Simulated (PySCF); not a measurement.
# Stretching CF

Set-up: PySCF, no relativity, basis sets C def2-TZVP, F def2-TZVP. Energies in eV from C + F in their ground configurations at the same level. State: ²Π (doublet), unpaired electrons π ↑.

All columns are PBE0. A positive dipole means C(−)F(+).

```csv
R (Å),E (eV),μ (D),Mulliken charge on C (basis-dependent),HOMO (eV),LUMO (eV),Mayer bond order,⟨S²⟩
1.092,-4.672,1.78,-0.19,-4.85,-1.50,1.39,0.75
1.143,-5.322,1.51,-0.11,-5.29,-1.89,1.33,0.75
1.194,-5.678,1.23,-0.05,-5.69,-2.25,1.28,0.75
1.232,-5.803,1.01,-0.01,-5.97,-2.51,1.25,0.75
1.270,-5.838,0.79,0.02,-6.24,-2.75,1.23,0.75
1.308,-5.803,0.57,0.05,-6.48,-2.97,1.22,0.75
1.359,-5.676,0.27,0.08,-6.79,-3.26,1.20,0.75
1.422,-5.427,-0.11,0.12,-7.15,-3.58,1.18,0.75
1.499,-5.047,-0.56,0.16,-7.53,-3.94,1.16,0.75
1.600,-4.474,-1.14,0.22,-7.98,-4.37,1.12,0.76
```

A fit through these points gives, at Re = 1.268 Å, μ = 0.80 D and dμ/dR = -5.79 D/Å; the reduced mass is 7.355 u.

Task: How strong is the fundamental in the double-harmonic approximation, I = 42.26·(dμ/dR)²/μred km/mol?

Result: I = 42.26·(-5.79)²/7.355 = 193 km/mol at PBE0.

The state is the lowest determinant that a PBE0 search found; another state may lie lower at other levels.
